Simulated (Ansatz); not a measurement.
# Structure relaxation of TiH

Level of theory: DFT r2SCAN, scalar-relativistic, plane waves, PAW in Ansatz. Cutoff 500 eV, Γ-centred k mesh, Gaussian smearing, no spin polarisation in the final step.

The start puts TiH on the zinc blende structure type (F-43m, No. 216), with Ti in place of Zn, H in place of S, at a guessed volume.

```yaml
crystal:
  lattice:
    - [0.00000, 2.18952, 2.18952]
    - [2.18952, 0.00000, 2.18952]
    - [2.18952, 2.18952, 0.00000]
  atoms:
    - { symbol: Ti, position: [0.00000, 0.00000, 0.00000] }
    - { symbol: H, position: [0.75000, 0.75000, 0.75000] }
```

Steps on the 6×6×6 mesh (2 atoms). 4 of 4 steps are shown, and the free energy counts from the last. Trial steps that were taken back and renewals of the plane-wave basis can be among the rows.

```json
{"step": "1", "ΔF (meV/atom)": "5.9", "V (Å³/atom)": "10.50", "P (GPa)": "-4.74"}
{"step": "2", "ΔF (meV/atom)": "3.5", "V (Å³/atom)": "9.81", "P (GPa)": "4.34"}
{"step": "3", "ΔF (meV/atom)": "-0.2", "V (Å³/atom)": "10.13", "P (GPa)": "-0.23"}
{"step": "4", "ΔF (meV/atom)": "0.0", "V (Å³/atom)": "10.13", "P (GPa)": "-0.24"}
```

A final relaxation ran on a 22×22×22 mesh. The relaxed crystal, F-43m (No. 216):

```cif
data_structure
_symmetry_space_group_name_H-M 'F-43m'
_symmetry_Int_Tables_number 216
_cell_length_a 4.3220
_cell_length_b 4.3220
_cell_length_c 4.3220
_cell_angle_alpha 90.000
_cell_angle_beta 90.000
_cell_angle_gamma 90.000
_cell_volume 80.73
loop_
_atom_site_label
_atom_site_type_symbol
_atom_site_symmetry_multiplicity
_atom_site_Wyckoff_symbol
_atom_site_fract_x
_atom_site_fract_y
_atom_site_fract_z
_atom_site_occupancy
Ti1 Ti 4 a 0.00000 0.00000 0.00000 1
H1 H 4 c 0.25000 0.25000 0.25000 1
```

| Quantity | Value |
| --- | --- |
| Volume per atom | 10.09 Å³ |
| Density | 4.02 g/cm³ |
| Energy over the elements | -0.36 eV/atom |
| Gap on the 22×22×22 mesh | 0 eV (a metal) |

Energies over the elements count from the elements' standard structures at the same level (H₂ as a molecule), with no empirical corrections.

The final run used a 22×22×22 mesh on its 2-atom cell and 0.10 eV smearing. For metals, differences of a few meV/atom aren't resolved.

A structure relaxed within its symmetry needn't be a true minimum.

Cost: 3 runs of about 0.76 core-minutes in all, on Intel Xeon 6975P-C (Granite Rapids) (shared hosts).